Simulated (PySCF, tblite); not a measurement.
**C2H6NO+, an ion with solvent molecules as drawn: NMR shifts, interaction energy, infrared bands, spin-spin couplings and core binding energies**

An exercise on one series of results from a longer session: the logs are not shown, and one member is left open.

Programs: tblite 0.8.0 and PySCF 2.14.0. All values are calculated, for the isolated system unless a continuum is named. Atoms count from 0, parts from 1.

## Starting point

10 atoms, charge 1, multiplicity 1; geometry: rigid parts in contact. Parts: 1 = atoms 0–3, `[OH3+]`, charge 1; 2 = atoms 4–9, `CC#N`, charge 0.

Set-up of the first run:

Job settings and geometry (Å):

```
{"job": {"kind": "dock", "xc": "GFN2-xTB", "basis": "xTB"}, "charge": 1, "multiplicity": 1, "parts": [{"atoms": "0-3", "charge": 1, "multiplicity": 1}, {"atoms": "4-9", "charge": 0, "multiplicity": 1}]}
O     -0.001339     0.001243     0.213124
H     -0.502829    -0.796232    -0.069323
H     -0.437009     0.833406    -0.078802
H      0.941177    -0.038417    -0.065000
C     -0.309736    -0.384248     3.559590
C     -0.063559    -1.205159     2.406530
N      0.132209    -1.858116     1.489522
H     -1.383590    -0.277739     3.708116
H      0.133179    -0.849531     4.439330
H      0.133817     0.598995     3.407867
```

Method: GFN2-xTB search for minima from random contacts, gas phase.

Launch:

```sh
$ OMP_NUM_THREADS=1 python cluster_run.py task.json out
```

The driver reads the jobs from task.json and runs them one after another.

Among the steps run: Docking the parts with GFN2-xTB; Relaxing the molecule at PBE0-D3(BJ)/def2-TZVPD; Shielding tensors: PBE0/pcSseg-2; Coupled-cluster interaction energy: CCSD(T) and MP2.

One of the session's tables, all rows but one given; the rest of the session is left out.

It belongs to the step «Coupled-cluster interaction energy: CCSD(T) and MP2». 

```
                 method  interaction energy (kcal/mol)
         HF/aug-cc-pVDZ                              ?
        MP2/aug-cc-pVDZ                         -80.44
       CCSD/aug-cc-pVDZ                         -79.86
    CCSD(T)/aug-cc-pVDZ                         -79.86
         HF/aug-cc-pVQZ                         -83.56
        MP2/aug-cc-pVQZ                         -82.89
    SCS-MP2/aug-cc-pVQZ                         -81.76
      MP2, extrapolated                         -83.25
CCSD(T), limit estimate                         -82.68
```

**Question.** Estimate the row for HF/aug-cc-pVDZ.

**Answer.** interaction energy (kcal/mol): -82.58. In the column «interaction energy (kcal/mol)» it lies between CCSD(T), limit estimate (-82.68) and SCS-MP2/aug-cc-pVQZ (-81.76).

At this geometry H1 has moved to N6 of another part (1.14 Å), so this energy is mostly that of cutting a chemical bond between strained fragments, not an intermolecular interaction.

To keep in mind: Shifts at one fixed geometry are not the observed spectrum, which averages over the motion. The interaction energy leaves out the deformation of the parts, 38.39 kcal/mol at MP2. So large a deformation means that a part is far from its own minimum, so a sum across the two methods would be rough. The parts are strongly deformed in the cluster, so the interaction energy holds bonds cut by the partition and is not to be read as the attraction of intact molecules.
